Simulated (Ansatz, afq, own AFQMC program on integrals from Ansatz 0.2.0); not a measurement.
# CH, doublet in def2-TZVP, levels against full CI

```xyz
2

C    -0.1076   -0.3802   -0.0972
H    -0.8620    0.3915   -0.4330
```

Basis def2-TZVP. Noble-gas cores (and the filled d shells of Ga–Kr and In–Xe) are frozen. Integrals, coupled cluster, full CI and functionals: Ansatz 0.2.0; the random walks run on the same integrals in our own AFQMC program. ph-AFQMC/CISD is guided by a CISD state made of CCSD amplitudes; releasing the constraint for a short imaginary time cuts its bias at the price of noise, slowly where states lie close. ± is one standard error of the sampling.

Determinant: UHF, the one that the program's search chose, which needn't be the lowest solution. The geometry is a PBE0/def2-SVP stationary point of this or a neighbouring charge and spin state.

Full CI on the same integrals is exact in this basis and with this determinant's frozen core.

Cautions: strong correlation (T1 0.108, weight of the determinant 0.82, largest double 0.09); unrestricted determinant spin contaminated (⟨S²⟩ 1.10 against 0.75); the released energies have errors that jump between times, so the bars are unsure, so no released level is given (meV from the phaseless value at times in 1/Eh: 3 ± 6 at 0.24, 1 ± 6 at 0.51, -4.9 ± 1.6 at 0.99, -9 ± 3 at 1.62, -11 ± 3 at 2.40), though the last usable value meets full CI within the noise.

* T1 diagnostic: 0.1078
* weight of the determinant in the CISD state: 0.823
* ⟨S²⟩ of the determinant: 1.096
* size of the correlated space: 5 electrons in 36 orbitals

Reference: full CI, correlation energy -3.364 eV. The cautions show a poor starting determinant, so the rows tell how each method copes with it here, and full CI is the sure value.

```
        level  E − E(reference) (mEh)  share of correlation (%)
           HF                  123.64                      0.00
          MP2                   33.77                     72.68
         CCSD                    4.35                     96.48
      CCSD(T)                    1.07                     99.14
        CCSDT                    0.10                     99.92
     CCSDT(Q)                    0.01                     99.99
       CCSDTQ                    0.00                    100.00
ph-AFQMC/CISD             0.32 ± 0.09                     99.74
```

CCSDT and higher add their correlation energy to the determinant of the CCSD(T) run, since their own runs factorise the integrals more tightly (a shift of under 2 meV).
